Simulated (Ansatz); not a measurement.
One crystal and one scan (energy against volume) at two levels, PBE (plane waves to 420 eV, PAW, scalar-relativistic; Ansatz, an electronic-structure program) and PBEsol (plane waves to 420 eV, PAW, scalar-relativistic; Ansatz), each from its own relaxed cell and on its own mesh. The cell shown is that of PBE.

InAs (zinc blende)

```xyz
2
Lattice="0.0000 3.0933 3.0933 3.0933 0.0000 3.0933 3.0933 3.0933 0.0000" Properties=species:S:1:pos:R:3 pbc="T T T"
As     4.6400     4.6400     4.6400
In     0.0000     0.0000     0.0000
```

Equation-of-state scan: isotropic scaling of the cell above, V₀ being its volume. Symmetry pins the atoms to their sites.

The energy includes the smearing's −TS. InAs was relaxed with its symmetry unable to fall. The PAW data are Ansatz's earlier set. Both scans cover V/V₀ from 0.840 to 1.160.

ΔE (meV/atom), each from the relaxed starting cell of its own level:

```
V/V₀   PBE    PBEsol
-----  ---  --------
0.840  160       175
0.872   96       104
0.904   50  withheld
0.936   21        23
0.968    5         5
1.000    0         0
1.032    4         5
1.064   16        18
1.096   34        38
1.128   58        63
1.160   86        94
```

Task: Estimate the PBEsol value at 0.904 from the PBE value there and the ratio of the two levels in the two nearest given rows on that side of the minimum.

Result: At 0.872 and 0.840 the ratio PBEsol/PBE averages 1.089, which gives 1.089 × 50 = 54 meV/atom. The calculation gives 55 meV/atom, +10.0 % against PBE.

(A scan under strain: stresses follow from slopes of the energy per volume, elastic moduli from its curvatures.)
